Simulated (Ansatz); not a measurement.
System: anatase TiO2 (metastable phase). Method: r²SCAN (Ansatz, a first-principles code, plane waves, PAW).

Run with plane-wave cutoff 600 eV, 10×10×10 k mesh, Fermi–Dirac smearing 0.01 eV, no spin polarisation, scalar-relativistic PAW data made under PBE.

Starting structure:

```xyz
6
Lattice="-1.8925 1.8925 4.7550 1.8925 -1.8925 4.7550 1.8925 1.8925 -4.7550" Properties=species:S:1:pos:R:3 pbc="T T T"
Ti     0.0000     1.8925     2.3775
Ti     0.0000     0.0000     0.0000
O      0.0000     1.8925     0.3994
O      0.0000     0.0000     7.5319
O      0.0000     0.0000     1.9781
O      0.0000     1.8925     4.3556
```

### Question
Into what structure does the relaxation of cell and atoms lead at this level, with the symmetry of the start kept?

### Answer
The volume goes up by 0.4 %; final space group I4_1/amd.
```xyz
6
Lattice="-1.8889 1.8889 4.7918 1.8889 -1.8889 4.7918 1.8889 1.8889 -4.7918" Properties=species:S:1:pos:R:3 pbc="T T T"
Ti     0.0000     1.8889     2.3959
Ti     0.0000     0.0000     0.0000
O      0.0000     1.8889     0.4095
O      0.0000     0.0000     7.5972
O      0.0000     0.0000     1.9864
O      0.0000     1.8889     4.3823
```
